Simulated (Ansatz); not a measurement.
in.yaml

```yaml
crystal:
  periodic: [false, false, false]
  atoms:
    - {symbol: C, position_ang: [-0.132027, 0.000000, 0.000000]}
    - {symbol: H, position_ang: [-0.495233, 1.027301, 0.000000]}
    - {symbol: H, position_ang: [-0.495233, -0.513650, 0.889668]}
    - {symbol: H, position_ang: [-0.495233, -0.513650, -0.889669]}
    - {symbol: H, position_ang: [1.076973, 0.000000, 0.000000]}
    - {symbol: H, position_ang: [1.981973, 0.000000, 0.000000]}
basis:
  gaussian: {orbitals: 6-31G, point_charges: [{charge: 0.50, position_ang: [6.801, -0.773, 0.591]}]}
magnetization: {spin_polarized: false, initial_magnetization: 1}
correlation: {method: fic_mrcisd_q_relaxed, electrons: valence, active_space: {window: {electrons: 5, orbitals: 7}}}
scf: {lower_state_search: off}
```

```sh
$ ansatz run in.yaml --threads 1 --pin off --events-out ev --progress --plain --max-ram 2393MiB
```

The program prints:

```
these checks for a lower state are left out or cut short: stability, starts, cluster_reference, orbital_swaps, neighbouring_geometries, increment
287 factors; integrals over basis functions are off by at most 5.8e-4 eV
mean field evaluation 1: about -1104.9210 eV, gradient 1.4e1 eV
mean field evaluation 2: about -1104.9171 eV, gradient 1.4e1 eV
mean field evaluation 4: about -1105.5641 eV, gradient 1.9e0 eV
mean field evaluation 8: about -1105.5935 eV, gradient 6.9e-3 eV
mean field -1105.59351919 eV, -40.6298124319 hartree, gradient 8.9e-6 eV, S^2 0.750000; 0 other end points of the search recorded, 0 dependent functions left out
reference -1105.59351919 eV, -40.6298124319 hartree; 6, 5 occupied and 13, 14 virtual orbitals, 287 factors
state -1106.81617942 eV, -40.6747443668 hartree
contracted CI cycle   1: correlation 0.00000000 eV, 0.0000000000 hartree, residual 1.19e1 eV
contracted CI cycle   2: correlation -2.19719725 eV, -0.0807455096 hartree, residual 2.82e0 eV
contracted CI cycle   3: correlation -2.32867076 eV, -0.0855770719 hartree, residual 9.82e-1 eV
contracted CI cycle   4: correlation -2.34335903 eV, -0.0861168559 hartree, residual 4.19e-1 eV
contracted CI cycle   5: correlation -2.34607069 eV, -0.0862165076 hartree, residual 1.49e-1 eV
contracted CI cycle   6: correlation -2.34640033 eV, -0.0862286217 hartree, residual 4.97e-2 eV
contracted CI cycle   7: correlation -2.34644313 eV, -0.0862301945 hartree, residual 1.85e-2 eV
contracted CI cycle   8: correlation -2.34645004 eV, -0.0862304484 hartree, residual 7.73e-3 eV
contracted CI cycle   9: correlation -2.34645123 eV, -0.0862304921 hartree, residual 3.40e-3 eV
contracted CI cycle  10: correlation -2.34645144 eV, -0.0862304999 hartree, residual 1.30e-3 eV
state -1106.81617942 eV, -40.6747443668 hartree; corrected -1109.26835017 eV, -40.7648599796 hartree
Total energy: -1109.26835017 eV, -40.7648599796 hartree
Checks for a lower state left out: stability, starts, cluster_reference, orbital_swaps, neighbouring_geometries, increment
```

Natural occupations: 1.9808 1.9757 0.9972 0.0201 0.0189 0.0041 0.0032.

Ran on 1 thread of Arm Neoverse V1, shared host: 2.2 s wall, 0.15 GiB peak host memory.
